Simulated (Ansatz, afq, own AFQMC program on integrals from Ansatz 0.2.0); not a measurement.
**BNH (quartet): AFQMC on the coupled-cluster ladder at scale of all distances = 1.779, cc-pVDZ**

Aim: compute BNH (quartet) with auxiliary-field quantum Monte Carlo on the same integrals as coupled cluster, and set the energies side by side.

Method: cc-pVDZ, frozen cores; program: Ansatz 0.2.0, Gaussian basis, and an in-house AFQMC program (afq) on its integrals; all values are calculated.

To be run: PBE (unrestricted); r2SCAN (unrestricted); PBE0 (unrestricted); B3LYP (unrestricted); wB97M-V (unrestricted); B2PLYP (unrestricted); CCSD(T) on UHF; CCSDT(Q) on UHF; Phaseless AFQMC, CISD trial on UHF; Phaseless AFQMC, single-determinant trial on UHF.

2 further runs of the same task are left out: 2 that didn't finish.

### 1 What is computed

The geometry derives from a PBE0/def2-TZVP stationary point (not a proven minimum). All distances are scaled together.

3 atoms, charge 0, spin multiplicity 4.

Atoms are counted from 1 here; the program's logs count them from 0.

No contacts short enough for the rule that draws bonds.

As a file:

```
B     0.0000   -0.3295    1.3751
N     0.0000    0.1555   -1.2542
H     0.0000    1.3730    2.6800
```

### 2 PBE (unrestricted)

The input, in.yaml:

```yaml
crystal:
  periodic: [false, false, false]
  atoms:
    - {symbol: B, position_ang: [0.000000, -0.329519, 1.375114]}
    - {symbol: N, position_ang: [0.000000, 0.155531, -1.254229]}
    - {symbol: H, position_ang: [0.000000, 1.373045, 2.679976]}
basis:
  gaussian: {orbitals: cc-pVDZ}
magnetization: {spin_polarized: true, initial_magnetization: 3}
hamiltonian: {xc: {name: PBE}}
output: {orbitals: {seedname: orbitals}}
```

Started as:

```console
> ansatz run in.yaml --threads 1 --pin off --events-out ev --progress --plain --max-ram 1382MiB
```

The program printed:

```text
Functional definition: PBE
  name "PBE"
  cite "Perdew, Burke & Ernzerhof, Phys. Rev. Lett. 77, 3865 (1996) doi:10.1103/PhysRevLett.77.3865"
  parent pbe
  parameter kappa = 0.804
  parameter beta = 0.06672455060314922
  exchange = pbe_x(kappa = kappa, mu = beta*pi^2/3)
  correlation = pbe_c(beta = beta)
410 factors; their error is unknown
mean field evaluation 1: about -2165.7771 eV, gradient 1.8e1 eV
mean field evaluation 2: about -2067.6262 eV, gradient 7.5e1 eV
mean field evaluation 4: about -2164.7738 eV, gradient 1.7e1 eV
mean field evaluation 8: about -2168.4922 eV, gradient 3.1e-1 eV
mean field evaluation 16: about -2168.4724 eV, gradient 2.9e-3 eV
mean field evaluation 32: about -2167.1586 eV, gradient 1.4e-1 eV
mean field evaluation 64: about -2167.2568 eV, gradient 8.5e-1 eV
mean field -2168.47237538 eV, -79.6898899519 hartree, gradient 1.5e-5 eV, S^2 3.840966; 9 other end points of the search recorded, 0 dependent functions left out
reference -2168.47240242 eV, -79.6898909454 hartree; 8, 5 occupied and 25, 28 virtual orbitals, 410 factors
Total energy: -2168.47240242 eV, -79.6898909454 hartree
```

Run time: 0.84 s. Hardware: 1 thread of AMD EPYC 9R45 (Zen 5), shared host.

From the report: ⟨S²⟩ of the determinant 3.841 (pure quartet: 3.75).

### 3 r2SCAN (unrestricted)

Edit in.yaml of step 2 so:

```diff
@@ -9,3 +9,2 @@
 magnetization: {spin_polarized: true, initial_magnetization: 3}
-hamiltonian: {xc: {name: PBE}}
-output: {orbitals: {seedname: orbitals}}
+hamiltonian: {xc: {name: r2SCAN}}
```

Same command.

The program printed:

```text
Functional definition: r2SCAN
  name "r2SCAN"
  cite "Furness, Kaplan, Ning, Perdew & Sun, J. Phys. Chem. Lett. 11, 8208 (2020) doi:10.1021/acs.jpclett.0c02405"
  cite "Furness, Kaplan, Ning, Perdew & Sun, J. Phys. Chem. Lett. 11, 9248 (2020) doi:10.1021/acs.jpclett.0c03077"
  parent r2scan
  parameter k0 = 0.174
  parameter k1 = 0.065
  parameter a1 = 4.9479
  exchange = r2scan_x(k0 = k0, k1 = k1, a1 = a1)
  correlation = r2scan_c
410 factors; their error is unknown
mean field evaluation 1: about -2168.0963 eV, gradient 1.5e1 eV
mean field evaluation 2: about -2115.8966 eV, gradient 6.8e1 eV
mean field evaluation 4: about -2169.8098 eV, gradient 6.2e0 eV
mean field evaluation 8: about -2170.3223 eV, gradient 1.6e-1 eV
mean field evaluation 16: about -2170.3004 eV, gradient 1.5e-2 eV
mean field evaluation 32: about -2170.3005 eV, gradient 1.0e-5 eV
mean field -2170.30047578 eV, -79.7570714024 hartree, gradient 1.0e-5 eV, S^2 3.942365; 5 other end points of the search recorded, 0 dependent functions left out
reference -2170.30048407 eV, -79.7570717070 hartree; 8, 5 occupied and 25, 28 virtual orbitals, 410 factors
Total energy: -2170.30048407 eV, -79.7570717070 hartree
```

It took 0.99 s on 1 thread of AMD EPYC 9R45 (Zen 5), shared host.

From the report: ⟨S²⟩ of the determinant 3.942 (pure quartet: 3.75).

### 4 PBE0 (unrestricted)

Edit in.yaml of step 3 so:

```diff
@@ -9,2 +9,3 @@
 magnetization: {spin_polarized: true, initial_magnetization: 3}
-hamiltonian: {xc: {name: r2SCAN}}
+hamiltonian: {xc: {name: PBE0}}
+output: {orbitals: {seedname: orbitals}}
```

The command is unchanged.

The program printed, cut to the lines that bear on the results:

```text
Functional definition: PBE0
  name "PBE0"
  cite "Adamo & Barone, J. Chem. Phys. 110, 6158 (1999) doi:10.1063/1.478522"
  cite "Perdew, Burke & Ernzerhof, Phys. Rev. Lett. 77, 3865 (1996) doi:10.1103/PhysRevLett.77.3865"
  parent pbe
[...]
313 factors; integrals over basis functions are off by at most 9.5e-4 eV
[...]
mean field -2168.68985976 eV, -79.6978823554 hartree, gradient 1.6e-5 eV, S^2 3.902433; 5 other end points of the search recorded, 0 dependent functions left out
reference -2168.68987994 eV, -79.6978830969 hartree; 8, 5 occupied and 25, 28 virtual orbitals, 313 factors
Total energy: -2168.68987994 eV, -79.6978830969 hartree
```

It took 0.39 s on 1 thread of AMD EPYC 9R45 (Zen 5), shared host.

From the report: ⟨S²⟩ of the determinant 3.902 (pure quartet: 3.75).

### 5 B3LYP (unrestricted)

Edit in.yaml of step 4 so:

```diff
@@ -9,3 +9,2 @@
 magnetization: {spin_polarized: true, initial_magnetization: 3}
-hamiltonian: {xc: {name: PBE0}}
-output: {orbitals: {seedname: orbitals}}
+hamiltonian: {xc: {name: B3LYP}}
```

The command is unchanged.

The program printed, cut to the lines that bear on the results:

```text
Functional definition: B3LYP
  name "B3LYP"
  cite "Stephens, Devlin, Chabalowski & Frisch, J. Phys. Chem. 98, 11623 (1994) doi:10.1021/j100096a001"
  cite "Becke, Phys. Rev. A 38, 3098 (1988) doi:10.1103/PhysRevA.38.3098"
  cite "Lee, Yang & Parr, Phys. Rev. B 37, 785 (1988) doi:10.1103/PhysRevB.37.785"
  cite "Vosko, Wilk & Nusair, Can. J. Phys. 58, 1200 (1980) doi:10.1139/p80-159"
[...]
313 factors; integrals over basis functions are off by at most 9.5e-4 eV
[...]
mean field -2171.68247994 eV, -79.8078591184 hartree, gradient 2.3e-5 eV, S^2 3.882642; 5 other end points of the search recorded, 0 dependent functions left out
reference -2171.68267299 eV, -79.8078662131 hartree; 8, 5 occupied and 25, 28 virtual orbitals, 313 factors
Total energy: -2171.68267299 eV, -79.8078662131 hartree
```

Wall time 0.39 s (1 thread of AMD EPYC 9R45 (Zen 5), shared host).

From the report: ⟨S²⟩ of the determinant 3.883 (pure quartet: 3.75).

### 6 wB97M-V (unrestricted)

Edit in.yaml of step 5 so:

```diff
@@ -9,2 +9,3 @@
 magnetization: {spin_polarized: true, initial_magnetization: 3}
-hamiltonian: {xc: {name: B3LYP}}
+hamiltonian: {xc: {name: wB97M-V}}
+output: {orbitals: {seedname: orbitals}}
```

Launched as before.

The program printed, cut to the lines that bear on the results:

```text
Functional definition: wB97M-V
  name "wB97M-V"
  cite "Mardirossian & Head-Gordon, J. Chem. Phys. 144, 214110 (2016) doi:10.1063/1.4952647"
  cite "Becke, J. Chem. Phys. 107, 8554 (1997) doi:10.1063/1.475007"
  cite "Vydrov & Van Voorhis, J. Chem. Phys. 133, 244103 (2010) doi:10.1063/1.3521275"
  # Of w^i u^j: cxij and so on, Table III.
[...]
  gx(w, u) = 1 - cx + cx01*u + cx10*w
  gss(w, u) = css00 + css04*u^4 + css10*w + css20*w^2 + css43*w^4*u^3
  gos(w, u) = cos00 + cos10*w + (cos20 + cos21*u)*w^2 + (cos60 + cos61*u)*w^6
[...]
      + integral(e_c_pw_mod_opposite_spin*gos(b97_w_opposite, b97_u_opposite)) + vv10(b, c)
313 factors; integrals over basis functions are off by at most 9.5e-4 eV
96 factors; integrals over basis functions are off by at most 2.1e-5 eV
[...]
mean field -2170.63583668 eV, -79.7693956883 hartree, gradient 3.3e-5 eV, S^2 3.792900; 5 other end points of the search recorded, 0 dependent functions left out
reference -2170.63586560 eV, -79.7693967511 hartree; 8, 5 occupied and 25, 28 virtual orbitals, 313 factors
Total energy: -2170.63586560 eV, -79.7693967511 hartree
```

Run time: 1.2 s. Hardware: 1 thread of AMD EPYC 9R45 (Zen 5), shared host.

From the report: ⟨S²⟩ of the determinant 3.793 (pure quartet: 3.75).

### 7 B2PLYP (unrestricted)

Edit in.yaml of step 6 so:

```diff
@@ -9,3 +9,3 @@
 magnetization: {spin_polarized: true, initial_magnetization: 3}
-hamiltonian: {xc: {name: wB97M-V}}
-output: {orbitals: {seedname: orbitals}}
+hamiltonian: {xc: {name: B2PLYP}}
+correlation: {electrons: outside_noble_gas}
```

Same command.

The program printed, cut to the lines that bear on the results:

```text
Functional definition: B2PLYP
  name "B2PLYP"
  cite "Grimme, J. Chem. Phys. 124, 034108 (2006) doi:10.1063/1.2148954"
  cite "Becke, Phys. Rev. A 38, 3098 (1988) doi:10.1103/PhysRevA.38.3098"
  cite "Lee, Yang & Parr, Phys. Rev. B 37, 785 (1988) doi:10.1103/PhysRevB.37.785"
[...]
313 factors; integrals over basis functions are off by at most 9.5e-4 eV
[...]
mean field -2168.10480094 eV, -79.6763818404 hartree, gradient 9.9e-6 eV, S^2 4.105429; 6 other end points of the search recorded, 0 dependent functions left out
2 core orbitals not correlated: weight in the atoms' cores, before any rotation towards them, 1.000 or more for the frozen orbitals, at most 0.000 for the correlated occupied ones
reference -2168.10492440 eV, -79.6763863772 hartree; 6, 3 occupied and 25, 28 virtual orbitals, 313 factors
second order -4.44467582 eV of doubles, -0.00000000 eV of singles
Total energy: -2169.30498687 eV, -79.7204878596 hartree
```

Run time: 0.69 s. Hardware: 1 thread of AMD EPYC 9R45 (Zen 5), shared host.

From the report: ⟨S²⟩ of the determinant 4.105 (pure quartet: 3.75).

### 8 CCSD(T) on UHF

Edit in.yaml of step 7 so:

```diff
@@ -9,3 +9,2 @@
 magnetization: {spin_polarized: true, initial_magnetization: 3}
-hamiltonian: {xc: {name: B2PLYP}}
-correlation: {electrons: outside_noble_gas}
+correlation: {method: ccsd_t, electrons: outside_noble_gas, hamiltonian_folder: ham}
```

Launched as before.

The program printed, cut to the lines that bear on the results:

```text
Functional definition: HF
  name "HF"
  cite "Fock, Z. Phys. 61, 126 (1930) doi:10.1007/BF01340294"
  parent pbe
[...]
313 factors; integrals over basis functions are off by at most 9.5e-4 eV
[...]
mean field -2161.44620600 eV, -79.4316829898 hartree, gradient 1.0e-6 eV, S^2 4.409893; 24 other end points of the search recorded, 0 dependent functions left out
determinant -2161.44620600 eV, -79.4316829898 hartree, with singles and doubles -2166.22684808 eV, -79.6073683457 hartree
determinant -2161.43900450 eV, -79.4314183395 hartree, with singles and doubles -2166.19958751 eV, -79.6063665383 hartree
determinant -2160.97137869 eV, -79.4142334077 hartree, with singles and doubles -2165.03519414 eV, -79.5635758710 hartree
determinant -2160.93402568 eV, -79.4128607102 hartree, with singles and doubles -2165.10582819 eV, -79.5661716246 hartree
[...]
determinant -2158.55721418 eV, -79.3255144987 hartree, with singles and doubles -2162.80873420 eV, -79.4817549775 hartree
determinant -2161.44620600 eV, -79.4316829898 hartree, with singles and doubles -2166.28906040 eV, -79.6096546062 hartree
determinant -2161.43900450 eV, -79.4314183395 hartree, with singles and doubles -2166.27906554 eV, -79.6092873019 hartree
determinant -2161.07085254 eV, -79.4178890044 hartree, with singles and doubles -2166.29952383 eV, -79.6100391304 hartree
2 core orbitals not correlated: weight in the atoms' cores, before any rotation towards them, 1.000 or more for the frozen orbitals, at most 0.000 for the correlated occupied ones
reference -2161.44620600 eV, -79.4316829898 hartree; 6, 3 occupied and 25, 28 virtual orbitals, 313 factors
second order -3.20263113 eV of doubles, -0.00000000 eV of singles
cycle   1  -4.84284935 eV  change    5.0e-6 eV  update   5.8e-6
[...]
cycle   3  -4.84283774 eV  change    3.7e-6 eV  update   3.2e-6
perturbative correction -0.12554838 eV, -0.0046138177 hartree
Total energy: -2166.41459212 eV, -79.6142678120 hartree
```

It took 1.6 s on 1 thread of AMD EPYC 9R45 (Zen 5), shared host.

From the report: ⟨S²⟩ of the determinant 4.410 (pure quartet: 3.75); correlation -4.9684 eV; T1 0.092; largest double amplitude 0.23. The determinant is far from a pure spin state, so its energy mixes those of several spin states (harmless only where they are near-degenerate, as at dissociation).

This run also writes the integrals to the folder ham.

### 9 CCSDT(Q) on UHF

Edit in.yaml of step 8 so:

```diff
@@ -9,2 +9,2 @@
 magnetization: {spin_polarized: true, initial_magnetization: 3}
-correlation: {method: ccsd_t, electrons: outside_noble_gas, hamiltonian_folder: ham}
+correlation: {method: ccsdt_q, electrons: outside_noble_gas}
```

Same command.

The program printed, cut to the lines that bear on the results:

```text
Functional definition: HF
  name "HF"
  cite "Fock, Z. Phys. 61, 126 (1930) doi:10.1007/BF01340294"
  parent pbe
[...]
571 factors; integrals over basis functions are off by at most 1.5e-7 eV
[...]
mean field -2161.44621846 eV, -79.4316834476 hartree, gradient 1.0e-6 eV, S^2 4.409892; 25 other end points of the search recorded, 0 dependent functions left out
determinant -2161.44621846 eV, -79.4316834476 hartree, with singles and doubles -2166.22687317 eV, -79.6073692677 hartree
determinant -2161.43905108 eV, -79.4314200510 hartree, with singles and doubles -2166.19962007 eV, -79.6063677349 hartree
determinant -2160.97139846 eV, -79.4142341344 hartree, with singles and doubles -2165.03521477 eV, -79.5635766291 hartree
determinant -2160.93404592 eV, -79.4128614540 hartree, with singles and doubles -2165.10584725 eV, -79.5661723249 hartree
[...]
determinant -2158.38203838 eV, -79.3190769066 hartree, with singles and doubles -2162.80883550 eV, -79.4817587001 hartree
determinant -2161.44621846 eV, -79.4316834476 hartree, with singles and doubles -2166.28908997 eV, -79.6096556931 hartree
determinant -2161.43905108 eV, -79.4314200510 hartree, with singles and doubles -2166.27910049 eV, -79.6092885864 hartree
determinant -2161.07087471 eV, -79.4178898190 hartree, with singles and doubles -2166.29955256 eV, -79.6100401860 hartree
2 core orbitals not correlated: weight in the atoms' cores, before any rotation towards them, 1.000 or more for the frozen orbitals, at most 0.000 for the correlated occupied ones
reference -2161.44621846 eV, -79.4316834476 hartree; 6, 3 occupied and 25, 28 virtual orbitals, 571 factors
second order -3.20264061 eV of doubles, -0.00000000 eV of singles
cycle   1  -3.94842353 eV  change   -7.5e-1 eV  update   8.7e-2
[...]
cycle  42  -5.03163076 eV  change    3.4e-7 eV  update   6.2e-7
perturbative correction -0.00697400 eV, -0.0002562899 hartree
Total energy: -2166.48482322 eV, -79.6168487572 hartree
```

Run time: 7 s. Hardware: 1 thread of AMD EPYC 9R45 (Zen 5), shared host.

From the report: ⟨S²⟩ of the determinant 4.410 (pure quartet: 3.75); correlation -5.0386 eV; T1 0.103; largest double amplitude 0.27. The determinant is far from a pure spin state, so its energy mixes those of several spin states (harmless only where they are near-degenerate, as at dissociation).

### 10 Phaseless AFQMC, CISD trial on UHF

It reads the integrals that the CCSD(T) run on this determinant wrote.

Started as:

```console
> afq ham --method phaseless --trial cisd --walkers 60 --populations 1 --least-time 40 --time-step 0.005 --steps-per-block 50 --equilibration-blocks 40 --max-blocks 300 --target-error 0.00072 --factor-cut 1e-05 --start spin_pure --seed 9846 --release-times 0.24,0.51,0.99,1.62,2.4 --release-step 0.03 --release-every 4 --taylor-order 6
```

The program printed:

```text
orbitals 31  electrons 6 3  factors 197 of 313
reference energy -79.43168299 Eh
CCSD correlation -0.17797062 Eh in 22 cycles, weight of the determinant in the CISD state 0.6991
energy of the start -79.576060 Eh
 block  time / (1/Eh)  mean weight  energy / Eh
     1     0.250  1.0004  -79.589729
     2     0.500  1.0008  -79.600203
     3     0.750  1.0023  -79.599610
     4     1.000  0.9978  -79.609236
     5     1.250  1.0017  -79.612544
     6     1.500  1.0010  -79.611075
     7     1.750  1.0005  -79.611663
     8     2.000  1.0011  -79.619571
     9     2.250  1.0015  -79.616329
    10     2.500  0.9961  -79.628744
    11     2.750  0.9992  -79.613630
    16     4.000  1.0001  -79.617031
    21     5.250  1.0015  -79.621919
    26     6.500  0.9998  -79.615427
    31     7.750  0.9991  -79.616771
    36     9.000  0.9994  -79.613464
    41    10.250  0.9997  -79.609096
    46    11.500  1.0032  -79.620306
    51    12.750  1.0008  -79.625446
    56    14.000  0.9996  -79.608285
    61    15.250  0.9985  -79.617329
    66    16.500  0.9996  -79.612969
    71    17.750  1.0005  -79.615116
    76    19.000  0.9985  -79.611061
    81    20.250  0.9995  -79.614033
    86    21.500  0.9964  -79.617813
    91    22.750  1.0019  -79.610510
    96    24.000  0.9997  -79.618852
   101    25.250  1.0010  -79.612362
   106    26.500  1.0006  -79.610389
   111    27.750  1.0015  -79.617462
   116    29.000  0.9990  -79.611515
   121    30.250  0.9994  -79.615704
   126    31.500  0.9991  -79.616796
   131    32.750  1.0013  -79.618254
   136    34.000  0.9993  -79.615604
   141    35.250  0.9979  -79.630070
   146    36.500  1.0024  -79.615869
   151    37.750  0.9984  -79.618979
   156    39.000  1.0007  -79.612877
   161    40.250  0.9993  -79.618019
   166    41.500  1.0013  -79.620513
   171    42.750  1.0030  -79.611793
   176    44.000  1.0026  -79.606567
   181    45.250  1.0005  -79.616459
   186    46.500  1.0027  -79.618321
   191    47.750  1.0017  -79.615217
   196    49.000  0.9990  -79.615031
blocks merged  error / Eh  count
     1  0.000333  160
     2  0.000401  80
     4  0.000466  40
     8  0.000365  20
    16  0.000334  10
released: time / (1/Eh)  energy / Eh  error  mean overlap
  0.24  -79.614703  0.000881  0.9914
  0.51  -79.614867  0.000653  0.9944
  0.99  -79.615834  0.000832  0.9923
  1.62  -79.616029  0.000701  1.0049
  2.40  -79.614108  0.001152  1.0315
energy -79.614368 +/- 0.000466 Eh
```

It took 83 s on 1 thread of AMD EPYC 9R45 (Zen 5), shared host.

Energy -2166.4173 ± 0.0127 eV. Caveats: constraint bias not in the error.

### 11 Phaseless AFQMC, single-determinant trial on UHF (settings varied)

It reads the integrals that the CCSD(T) run on this determinant wrote.

Started as:

```console
> afq ham --method phaseless --trial hf --walkers 20 --populations 1 --least-time 40 --time-step 0.02 --steps-per-block 25 --equilibration-blocks 6 --max-blocks 80 --target-error 0.00144 --factor-cut 1e-05 --start spin_pure --seed 7233 --taylor-order 6
```

The program printed:

```text
orbitals 31  electrons 6 3  factors 197 of 313
reference energy -79.43168299 Eh
CCSD correlation -0.17797062 Eh in 22 cycles, weight of the determinant in the CISD state 0.6991
energy of the start -79.444429 Eh
 block  time / (1/Eh)  mean weight  energy / Eh
     1     0.500  1.0098  -79.535585
     2     1.000  1.0076  -79.569746
     3     1.500  1.0068  -79.612068
     4     2.000  1.0128  -79.595308
     5     2.500  1.0034  -79.615218
     6     3.000  0.9984  -79.628804
     7     3.500  1.0114  -79.643504
     8     4.000  1.0067  -79.601367
     9     4.500  1.0032  -79.558859
    10     5.000  1.0073  -79.571076
    11     5.500  1.0051  -79.596038
    13     6.500  1.0040  -79.607977
    15     7.500  0.9976  -79.638978
    17     8.500  1.0037  -79.606478
    19     9.500  1.0112  -79.639117
    21    10.500  1.0071  -79.605650
    23    11.500  0.9975  -79.641482
    25    12.500  0.9866  -79.602865
    27    13.500  1.0169  -79.620546
    29    14.500  0.9893  -79.590019
    31    15.500  1.0047  -79.603215
    33    16.500  0.9986  -79.668704
    35    17.500  1.0001  -79.572165
    37    18.500  1.0083  -79.563534
    39    19.500  0.9725  -79.608755
    41    20.500  0.9953  -79.603148
    43    21.500  1.0148  -79.640303
    45    22.500  0.9861  -79.566021
    47    23.500  0.9907  -79.556305
    49    24.500  1.0058  -79.584726
    51    25.500  1.0038  -79.582845
    53    26.500  1.0031  -79.560844
    55    27.500  1.0012  -79.598522
    57    28.500  0.9987  -79.639848
    59    29.500  1.0128  -79.631854
    61    30.500  1.0093  -79.598953
    63    31.500  1.0091  -79.657729
    65    32.500  0.9748  -79.724591
    67    33.500  0.9974  -79.638355
    69    34.500  1.0030  -79.597479
    71    35.500  1.0106  -79.653372
    73    36.500  1.0161  -79.615317
    75    37.500  0.9880  -79.614315
    77    38.500  0.9808  -79.591649
    79    39.500  1.0090  -79.574088
    81    40.500  1.0273  -79.549317
    83    41.500  1.0188  -79.606901
    85    42.500  0.9854  -79.624255
blocks merged  error / Eh  count
     1  0.003791  80
     2  0.004513  40
     4  0.005673  20
     8  0.005960  10
energy -79.606216 +/- 0.005673 Eh
```

Run time: 2.6 s. Hardware: 1 thread of AMD EPYC 9R45 (Zen 5), shared host.

Energy -2166.1955 ± 0.1544 eV. The run doesn't count as converged. Caveats: constraint bias not in the error; error not settled; error above the target.

### 12 All levels side by side

On the UHF determinant, counted from CCSDT(Q) (a yardstick, not exact):

```tsv
level	energy (eV)	from CCSDT(Q) (kJ/mol)	statistical error (kJ/mol)	time
HF	-2161.4462	+486.2		
MP2	-2164.6488	+177.1		
CCSD	-2166.2890	+18.9		
CCSD(T)	-2166.4146	+6.8		
CCSDT(Q)	-2166.4848	0.0		
Phaseless AFQMC, CISD trial, step 0.005, 60 walkers	-2166.4173	+6.5	1.2	83 s
```

The functionals' totals stand on their own zeros and serve differences with other points: PBE -2168.472 eV; r2SCAN -2170.300 eV; PBE0 -2168.690 eV; B3LYP -2171.683 eV; wB97M-V -2170.636 eV; B2PLYP -2169.305 eV.

### 13 What came out

```
                                        quantity              value
                    CCSD(T) on UHF from CCSDT(Q)        +6.8 kJ/mol
Phaseless AFQMC, CISD trial on UHF from CCSDT(Q)  +6.5 ± 1.2 kJ/mol
```

In words: On UHF the phaseless walk with the CISD trial lies +6.5 kJ/mol from CCSDT(Q), 5 times its error bar. Error bars are statistical and leave out the constraint, the time step and what remains of the start.
